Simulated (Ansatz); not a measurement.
## Ansatz (development build ahead of 0.2.0) run

```yaml
crystal:
  periodic: [false, false, false]
  atoms:
    - { symbol: C, position_ang: [0.0, 0.62622, -1.23461] }
    - { symbol: C, position_ang: [0.0, -0.62622, -1.23461] }
    - { symbol: C, position_ang: [0.0, 1.46251, -0.13388] }
    - { symbol: C, position_ang: [0.0, -1.46251, -0.13388] }
    - { symbol: C, position_ang: [0.0, 0.70263, 1.05462] }
    - { symbol: C, position_ang: [0.0, -0.70263, 1.05462] }
    - { symbol: H, position_ang: [0.0, 2.55443, -0.13027] }
    - { symbol: H, position_ang: [0.0, -2.55443, -0.13027] }
    - { symbol: H, position_ang: [0.0, 1.22971, 2.01349] }
    - { symbol: H, position_ang: [0.0, -1.22971, 2.01349] }
basis:
  gaussian: { orbitals: def2-TZVP }
hamiltonian:
  xc: hf
correlation:
  method: mp2
  frozen_orbitals: { C: 1, H: 0 }
```

The input is written out in the form of the current development build from the run's settings.

Results

```json
{
 "Converged": "yes",
 "Reference energy": "-229.46624 hartree",
 "Correlation energy": "-0.93800 hartree",
 "Total energy": "-230.40424 hartree",
 "Spin squared of the determinant": "0.000"
}
```

Caution: in another basis set an unrestricted determinant lies well below.
